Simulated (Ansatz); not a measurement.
# Relaxing Co3W

These are results of DFT r2SCAN, scalar-relativistic, plane waves, PAW (Ansatz 0.2.0), not measurements. Cutoff 500 eV, Γ-centred k mesh, Gaussian smearing, collinear spin, first started from parallel moments.

This is the end of a relaxation of cell and atoms.

```xyz
4
Lattice="3.5649 0.0000 0.0000 0.0000 3.5649 0.0000 0.0000 0.0000 3.5649" Properties=species:S:1:pos:R:3 pbc="T T T"
Co    1.7824    1.7824    0.0000
Co    1.7824    0.0000    1.7824
Co    0.0000    1.7824    1.7824
W     0.0000    0.0000    0.0000
```

Energies over the elements count from the elements' standard structures at the same level, with no empirical corrections.

Task: What space group does it have?

Result: Pm-3m (No. 221). Conventional cell: a = 3.565 Å. Around Co lie 4 W at 2.52 Å and 8 Co at 2.52 Å; W is coordinated by 12 Co at 2.52 Å.

Task: What is its formation energy per atom?

Result: 0.13 eV/atom.

Task: Is it a metal?

Result: Yes, bands cross the Fermi level on the 14×14×14 mesh.

Task: What net moment does it keep?

Result: 0.26 μB per atom, with site moments up to 0.48 μB.

The final run used a 14×14×14 mesh on its 4-atom cell and 0.10 eV smearing. For metals, differences of a few meV/atom aren't resolved. Spin–orbit coupling is left out. The magnetic state reached may not be the lowest.

Cost: 2 runs of about 5.1 core-minutes in all, on Intel Xeon Platinum 8375C (Ice Lake) (shared hosts).